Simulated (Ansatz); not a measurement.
System: fcc Pb. Method: LDA (plane waves, PAW; Ansatz, a first-principles code).

Settings: plane-wave cutoff 500 eV, 26×26×26 k mesh, Fermi–Dirac smearing 0.1 eV, scalar-relativistic PAW data made under PBE.

Computed at the level's own relaxed cell.

**Question.** Give the computed volume per atom and lattice parameter a.

**Answer.** 
* **volume per atom**: 29.08 Å³/atom
* **lattice parameter a**: 4.882 Å

Measured, for comparison: equilibrium volume per atom 29.45 Å³/atom (low-temperature or extrapolated to 0 K; zero-point anharmonic expansion removed; as tabulated in Csonka et al. (2009), arXiv:0903.4037); lattice constant a 4.902 Å (low-temperature or extrapolated to 0 K; zero-point anharmonic expansion removed, our sources range from 4.902 to 4.912; as tabulated in Csonka et al. (2009), arXiv:0903.4037). Computed (rounded) less measured: equilibrium volume per atom -1.3 %, lattice constant a -0.4 % (-0.4 % to -0.6 % over the range).

Spin–orbit coupling is not included; it can shift volumes and moduli of such heavy elements.

Computed values are for the static lattice.
